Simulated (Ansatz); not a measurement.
```xyz
10

C     1.3900    0.0000    0.0000
C     0.6950    1.2038    0.0000
C    -0.6950    1.2038    0.0000
C    -1.3900    0.0000    0.0000
C    -0.6950   -1.2038    0.0000
C     0.6950   -1.2038    0.0000
H    -1.2375    2.1434    0.0000
H    -2.4750    0.0000    0.0000
H    -1.2375   -2.1434    0.0000
H     1.2375   -2.1434    0.0000
```

Basis set: def2-SVP. Charge 0. Computed with Ansatz (development build ahead of 0.2.0); the lowest solution found for each multiplicity.

(1) How do the multiplicities compare at this shape? Give, from the lowest of each method, PBE0 (unrestricted) for 1, 3; PBE0 (restricted) for 1, 3; HF (unrestricted) for 1, 3; HF (restricted) for 1, 3.

## Answers

(1)

```
            method  multiplicity  E (eV)  <S²>
PBE0, unrestricted             1   0.000  0.69
PBE0, unrestricted             3   0.648  2.01
  PBE0, restricted             1   0.000  0.00
  PBE0, restricted             3   0.378  2.00
  HF, unrestricted             1   0.000  1.67
  HF, unrestricted             3   0.809  2.39
    HF, restricted             1   1.300  0.00
    HF, restricted             3   0.000  2.00
```

Caution for PBE0, unrestricted, HF, unrestricted: the unrestricted determinant is spin contaminated. Caution for PBE0, restricted, HF, restricted: an unrestricted determinant lies well below. Caution for HF, unrestricted: the unrestricted determinant is a mixture of spin states.
